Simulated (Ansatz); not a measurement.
The input, for Ansatz 0.2.0:

```yaml
crystal:
  periodic: [false, false, false]
  atoms:
    - {symbol: Sb, position_ang: [0.000000, 0.000000, 0.000000]}
    - {symbol: H, position_ang: [0.000000, 0.000000, 1.403000]}
basis:
  gaussian: {orbitals: def2-SVP}
magnetization: {spin_polarized: false}
correlation: {method: ccsdtq, electrons: outside_noble_gas}
```

```sh
$ ansatz run in.yaml --threads 1 --pin off --events-out ev --progress --plain --max-ram 2393MiB
```

Output:

```
665 factors; integrals over basis functions are off by at most 1.2e-7 eV
mean field evaluation 1: about -6523.0574 eV, gradient 6.2e0 eV
mean field evaluation 2: about -6523.0608 eV, gradient 6.2e0 eV
mean field evaluation 4: about -6523.2482 eV, gradient 3.8e-1 eV
mean field evaluation 8: about -6523.2486 eV, gradient 7.6e-4 eV
mean field evaluation 16: about -6522.9548 eV, gradient 7.4e0 eV
mean field evaluation 32: about -6523.2486 eV, gradient 3.1e-3 eV
mean field -6523.24860538 eV, -239.7249646310 hartree, gradient 8.9e-6 eV, S^2 0.000000; 2 other end points of the search recorded, 0 dependent functions left out; unrestricted orbitals would lower it
mean field evaluation 64: about -6523.2486 eV, gradient 6.8e-5 eV
unrestricted determinant -6524.52860008 eV, -239.7720035685 hartree, S^2 1.0213
9 core orbitals not correlated: weight in the atoms' cores, before any rotation towards them, 0.998 or more for the frozen orbitals, at most 0.002 for the correlated occupied ones
reference -6523.24860538 eV, -239.7249646310 hartree; 3, 3 occupied and 19, 19 virtual orbitals, 665 factors
second order -1.99432340 eV of doubles, -0.00000000 eV of singles
cycle   1  -2.39866898 eV  change   -4.0e-1 eV  update   6.3e-2
cycle   2  -2.62781114 eV  change   -2.3e-1 eV  update   3.7e-2
cycle   3  -2.65530534 eV  change   -2.7e-2 eV  update   2.7e-2
cycle   4  -2.68344731 eV  change   -2.8e-2 eV  update   2.5e-2
cycle   5  -2.81700237 eV  change   -1.3e-1 eV  update   2.4e-2
cycle   6  -2.94899577 eV  change   -1.3e-1 eV  update   1.7e-2
cycle   7  -2.93099870 eV  change    1.8e-2 eV  update   7.9e-3
cycle   8  -2.95136040 eV  change   -2.0e-2 eV  update   3.4e-3
cycle   9  -2.94689910 eV  change    4.5e-3 eV  update   1.3e-3
cycle  10  -2.94485196 eV  change    2.0e-3 eV  update   4.7e-4
cycle  11  -2.94834221 eV  change   -3.5e-3 eV  update   3.5e-4
cycle  12  -2.94642697 eV  change    1.9e-3 eV  update   3.0e-4
cycle  13  -2.94659044 eV  change   -1.6e-4 eV  update   3.7e-5
cycle  14  -2.94650854 eV  change    8.2e-5 eV  update   1.7e-5
cycle  15  -2.94649784 eV  change    1.1e-5 eV  update   4.7e-6
cycle  16  -2.94649534 eV  change    2.5e-6 eV  update   1.7e-6
cycle  17  -2.94649809 eV  change   -2.7e-6 eV  update   5.8e-7
cycle  18  -2.94649843 eV  change   -3.4e-7 eV  update   1.8e-7
WARN: these amplitudes may be one of several solutions (largest doubles amplitude 0.97, level shift 0.00 eV)
Total energy: -6526.19510381 eV, -239.8332464510 hartree
```

For the same geometry and basis full CI lies 0.0 meV lower. By full CI's occupations no single determinant describes the state well. The program flagged this run's energy as in doubt. The determinant fills πx and πy unequally, so it is a mixture of Σ and Δ. RHF is unstable: UHF (⟨S²⟩ = 1.02) lies 1.28 eV below the lowest RHF solution. Higher spins weren't run at this geometry and may lie near or lower.

Ran on 1 thread of Arm Neoverse V1, shared host: 5.5 s wall, 0.16 GiB peak host memory.
